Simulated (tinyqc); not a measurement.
Ways to converge the cycle: SCF convergence aids in the sto-3g basis, for H2O+, spin multiplicity 2. Computed by the program tinyqc with PySCF. UHF with one setting changed at a time; a run stops when the energy changes by less than 1e-09 hartree and the error matrix is below 1e-5. The start is random orbitals. Damping d keeps d of the old density; a shift (hartree) raises the virtual levels; DIIS n extrapolates F over n matrices.

Geometry (angstrom):
```
atom       x        y       z
O     0.0000   0.0000  0.0000
H     0.0000   1.0070  0.8300
H     0.0000  -1.0080  0.8320
```

lowest solution found by these runs and by PySCF with stability checks = -74.584556 hartree

Largest element of the error matrix X^T (FDS - SDF) X:
```
iteration    plain  damping 0.3  damping 0.6  shift 0.4   DIIS 3   DIIS 8
1          7.0e+00      7.0e+00      7.0e+00    7.0e+00  7.0e+00  7.0e+00
2          2.1e-01      2.0e+00      4.1e+00    2.9e-01  2.1e-01  2.1e-01
3          6.8e-02      6.4e-01      2.4e+00    1.1e-01  7.3e-02  7.3e-02
4          5.3e-02      2.1e-01      1.5e+00    5.8e-02  5.6e-02  5.6e-02
5          5.0e-02      6.7e-02      9.0e-01    5.3e-02  4.9e-02  4.8e-02
6          4.6e-02      5.0e-02      5.5e-01    4.9e-02  4.3e-02  4.3e-02
8          4.0e-02      4.6e-02      2.0e-01    4.3e-02  2.0e-02  1.3e-02
10         3.3e-02      4.2e-02      7.7e-02    3.8e-02  1.0e-02  3.2e-03
14         2.1e-02      3.3e-02      4.5e-02    2.9e-02  1.1e-03  2.3e-04
20         8.8e-03      2.0e-02      3.7e-02    1.8e-02  8.9e-05  5.8e-07
30         1.8e-03      7.5e-03      2.4e-02    7.0e-03        -        -
45         1.5e-04      1.5e-03      1.0e-02    1.5e-03        -        -
60         1.3e-05      2.7e-04      4.3e-03    3.3e-04        -        -
```

How each run ends:
```
run          iterations  E (hartree)                                                        state
plain               >60   -74.584556  falls steadily but slowly, by a factor of about 0.85 a step
damping 0.3         >60   -74.584554  falls steadily but slowly, by a factor of about 0.89 a step
damping 0.6         >60   -74.584211  falls steadily but slowly, by a factor of about 0.94 a step
shift 0.4           >60   -74.584554  falls steadily but slowly, by a factor of about 0.90 a step
DIIS 3               26   -74.584556                                                 lowest found
DIIS 8               20   -74.584556                                                 lowest found
```

What does the comparison show, and why?

2 of 6 runs reach the lowest solution found, in 20 to 26 iterations (fastest: DIIS 8). Not converged: plain, damping 0.3, damping 0.6, shift 0.4. DIIS 3 and DIIS 8 gain by cancelling the error over several earlier matrices, much as a quasi-Newton step does.
